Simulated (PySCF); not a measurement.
Gas-phase acidity of cyclobutane

Parent: cyclobutane, `C1CCC1` (C4H8). Non-hydrogen atoms are numbered in `[CH2:1]1[CH2:2][CH2:3][CH2:4]1`. These are map numbers, not IUPAC locants.

Level of theory: ωB97X-D3(BJ)/ma-def2-TZVP single points in PySCF, grid level 2; every species was optimised with PBE0-D3(BJ)/ma-def2-SVP. The prefix ma- adds one diffuse s and one diffuse p function on all atoms but H. ωB97X-D3(BJ) is ωB97X-V with D3(BJ) in place of VV10. Zero-point and thermal terms (298.15 K, 1 bar) come from unscaled PBE0-D3(BJ)/ma-def2-SVP harmonic frequencies, with soft modes damped to free rotors in the entropy.

```jsonl
{"site": "C1 (methylene carbon)", "product": "[CH-]1CCC1", "ΔH(acid) / kJ/mol": "1753", "ΔG(acid) / kJ/mol": "1718"}
```

ΔH and ΔG refer to AH → A⁻ + H⁺ in the gas phase. Sites whose products fell apart, merged with another or lost in a GFN2-xTB screen aren't listed.

In DMSO the product from C1 is solvated 253 kJ/mol more strongly than the parent (electrostatics only).

Vertical detachment energies of the anions: `[CH-]1CCC1` 0.27 eV.

Measured values (NIST Chemistry WebBook, evaluated or the median of agreeing entries): deprotonation enthalpy (ΔH) 1752 kJ/mol (computed 1753, difference 1); gas-phase acidity (ΔG) 1714 kJ/mol (computed 1718, difference 4).
